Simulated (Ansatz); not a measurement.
**HAl–BeH, doublet in 6-31G: errors against full CI**

Geometry: a point of a bend scan, not a stationary point.

```xyz
4

Al    0.0000   -0.3245    0.5607
Be    0.0000    0.7236   -1.5078
H     0.0000    1.1129    1.2702
H     0.0000    1.1041   -2.7976
```

Basis 6-31G; Ansatz 0.2.0. Correlated methods freeze the noble-gas cores, which leaves 7 electrons in 20 orbitals. Prefix R: restricted or restricted open-shell reference; prefix U: unrestricted. Active spaces: valence = (7e, 10o) chosen from the atoms' valence shells; pair = (3e, 3o) about the gap.

Full CI is exact within this basis and frozen core; it isn't the basis-set limit. The frozen core follows each run's orbitals, which can shift R against U totals by a few meV.

For open shells CISD is restricted-active-space CI with the open shells as a complete middle space.

- UHF ⟨S²⟩: 0.766
- T1 diagnostic (RCCSD): 0.0321
- largest doubles amplitude (RCCSD): 0.044
- T1 diagnostic (UCCSD): 0.0198

```
                   level  E − E(full CI) (kcal/mol)  share of correlation (%)  wall time
                     RHF                      46.08                      0.00          –
                     UHF                      44.87                      2.62          –
                    RMP2                      15.40                     66.58          –
                    UMP2                      15.04                     67.36          –
                    CISD                       3.16                     93.14      0.3 s
                   RCCSD                       1.26                     97.26          –
                   UCCSD                       1.21                     97.38          –
                RCCSD(T)                       0.46                     99.00     0.45 s
                UCCSD(T)                       0.44                     99.04     0.51 s
                 BCCD(T)                       0.44                     99.03     0.51 s
                  RCCSDT                       0.05                     99.89          –
                  UCCSDT                       0.04                     99.90          –
               RCCSDT(Q)                       0.02                     99.96        2 s
               UCCSDT(Q)                       0.01                     99.97        2 s
                 RCCSDTQ                       0.00                    100.00       17 s
     CASSCF (pair space)                      36.42                     20.96          –
     NEVPT2 (pair space)                      13.04                     71.70      0.3 s
     MRCISD (pair space)                       2.24                     95.13          –
   MRCISD+Q (pair space)                       0.01                     99.98     0.57 s
  CASSCF (valence space)                      10.25                     77.74          –
  NEVPT2 (valence space)                       3.56                     92.27      2.2 s
  MRCISD (valence space)                       0.31                     99.33          –
MRCISD+Q (valence space)                       0.16                     99.65      4.4 s
```

The correlation energy at full CI, counted from RHF, is -1.998 eV. That run took 14 s on 1 thread of AMD EPYC 9B14, shared host over 2,782,032 determinants.

Times hold each run's SCF and search for its determinant on a shared host, so for small cases they say little of a method's own cost; they ran on 1 thread of AMD EPYC 9B14.

The full-CI state has the irrep A' of Cs, in the program's axes.

Natural occupations of full CI about the gap: 1.965 1.961 1.928 0.992 0.037 0.027 0.024 0.018 0.015 0.011; effectively unpaired electrons, Σ n²(2−n)², 1.04.
